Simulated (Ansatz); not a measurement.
# SiNH₄ (quartet): the correlation ladder at distance Si1–H5 along a hydrogen transfer = 1.381 Å, cc-pVDZ

How much of the correlation energy of SiNH₄ (quartet) does each wave-function method recover here?

The runs use Ansatz 0.2.0, Gaussian basis; cc-pVDZ, core rule «outside noble gas», up to 6 orbitals frozen.

The runs, in order: UHF; CCSD(T) on ROHF; CCSD(T) on UHF; BCCD(T) on ROHF; CISD; CCSDT(Q) on ROHF; CCSDT(Q) on UHF; CASSCF and MRCISD+Q, 5 electrons in 5 orbitals; CASSCF and NEVPT2, 5 electrons in 5 orbitals.

9 further runs of the same task are left out: 1 for a mislabelled method, 8 that didn't finish.

### Step 1. The geometry

The geometry derives from fragments relaxed apart (PBE0/def2-TZVP) and kept rigid, so it is no stationary point. A hydrogen atom is moved between rigid fragments.

6 atoms, charge 0, spin multiplicity 4.

Atoms are counted from 1 here; the program's logs count them from 0.

Bond lengths: Si1–H2 1.485 Å, Si1–H3 1.485 Å, Si1–H4 1.485 Å, Si1–H5 1.381 Å. Angles: H2–Si1–H3 109.5°, H2–Si1–H4 109.5°, H2–Si1–H5 109.5°, H3–Si1–H4 109.5°, H3–Si1–H5 109.5°, H4–Si1–H5 109.5°.

### Step 2. UHF

in.yaml

```yaml
crystal:
  periodic: [false, false, false]
  atoms:
    - {symbol: Si, position_ang: [-0.870194, 0.000000, 0.000000]}
    - {symbol: H, position_ang: [-1.365066, 1.399708, 0.000000]}
    - {symbol: H, position_ang: [-1.365066, -0.699854, 1.212183]}
    - {symbol: H, position_ang: [-1.365066, -0.699854, -1.212183]}
    - {symbol: H, position_ang: [0.510806, 0.000000, 0.000000]}
    - {symbol: N, position_ang: [2.002806, 0.000000, 0.000000]}
basis:
  gaussian: {orbitals: cc-pVDZ}
magnetization: {spin_polarized: true, initial_magnetization: 3}
hamiltonian: {xc: hf}
output: {orbitals: {seedname: orbitals}}
```

Started as:

```bash
ansatz run in.yaml --threads 1 --pin off --events-out ev --progress --plain --max-ram 2393MiB
```

After this run come: CCSD(T) on ROHF; CCSD(T) on UHF; BCCD(T) on ROHF; CISD; CCSDT(Q) on ROHF; CCSDT(Q) on UHF; CASSCF and MRCISD+Q, 5 electrons in 5 orbitals; CASSCF and NEVPT2, 5 electrons in 5 orbitals.

**Question.** What will the summary of the whole plan be? Wanted: UCCSDT(Q) below the RHF energy; RMP2 from UCCSDT(Q); UMP2 from UCCSDT(Q); RCCSD from UCCSDT(Q); RCCSD(T) from UCCSDT(Q); UCCSD(T) from UCCSDT(Q); RCCSDT(Q) from UCCSDT(Q); NEVPT2 pair from UCCSDT(Q); MRCISD+Q pair from UCCSDT(Q).

**Answer**, as computed:

```
                         quantity                                                                  value
   UCCSDT(Q) below the RHF energy                                                             -6.9293 eV
              RMP2 from UCCSDT(Q)                                                            +1443.9 meV
              UMP2 from UCCSDT(Q)                                                            +1423.4 meV
             RCCSD from UCCSDT(Q)                                                             +141.6 meV
          RCCSD(T) from UCCSDT(Q)                                                              +30.0 meV
          UCCSD(T) from UCCSDT(Q)                                                              +28.3 meV
         RCCSDT(Q) from UCCSDT(Q)                                                               +1.9 meV
       NEVPT2 pair from UCCSDT(Q)                                                            +1446.3 meV
     MRCISD+Q pair from UCCSDT(Q)                                                              +21.5 meV
levels within 1 kcal/mol (43 meV)  RCCSD(T), UCCSD(T), BCCD(T), RCCSDT, UCCSDT, RCCSDT(Q), MRCISD+Q pair
                    T1 diagnostic                                                                  0.019
```

RCCSD(T) lands +30.0 meV from the yardstick (0.4 % of the correlation energy). Of the multireference levels listed MRCISD+Q pair comes nearest in total energy (+21.5 meV), which doesn't show that its space is the better one. These misses are within one basis, not against nature; the frozen cores of restricted and unrestricted runs differ, which can shift their rows.
